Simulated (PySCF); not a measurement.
# Gas-phase acidity of formamide

System: formamide, `NC=O` (CH3NO). Coordinates in Å; atoms count from 1 in this order:
```
N    -0.6896   -0.0549   -0.0064
C     0.6616    0.0439   -0.0070
O     1.4286   -0.8858   -0.0596
H    -1.1184   -0.9712   -0.0539
H    -1.2787    0.7640    0.0388
H     1.0025    1.1082    0.0479
```

Energies: ωB97X-D3(BJ)/ma-def2-TZVP (PySCF, density fitting, integration grid level 2) on PBE0-D3(BJ)/def2-SVP structures. Zero-point and thermal terms (298.15 K, 1 bar) come from unscaled PBE0-D3(BJ)/def2-SVP harmonic frequencies, with soft modes damped to free rotors in the entropy.

| site | product | ΔH(acid) / eV | ΔG(acid) / eV | gas share | above best in chloroform / eV |
| --- | --- | --- | --- | --- | --- |
| N1 (amide nitrogen) | `[NH-]C=O` | 15.89 | 15.58 | > 99.9 % | 0.000 |
| C2 (carbonyl-type carbon) | `N[C-]=O` | 17.05 | 16.72 | < 0.1 % | 1.156 |

ΔH and ΔG refer to AH → A⁻ + H⁺ in the gas phase. Shares are Boltzmann weights among the listed products; an error of 10 kJ/mol changes a ratio about 56-fold. Sites whose products fell apart, merged with another or lost in a GFN2-xTB screen aren't listed. Values in solvent are IEF-PCM free energies relative to the most favourable product.

Among these, N1 (amide nitrogen) wins by 1.15 eV in gas-phase free energy over C2.

In chloroform the product from N1 is solvated 2.05 eV more strongly than the parent (electrostatics only).

Note: structures of the anions come from def2-SVP, which lacks diffuse functions.

Run with `OMP_NUM_THREADS=1 python redox_run.py task.json out` on 1 thread of Intel Xeon @ 2.70GHz, a shared host. Structures, frequencies and single points: 2.4 min of wall time.

Differences come from unrounded values, so a last digit can differ from that of the printed terms.
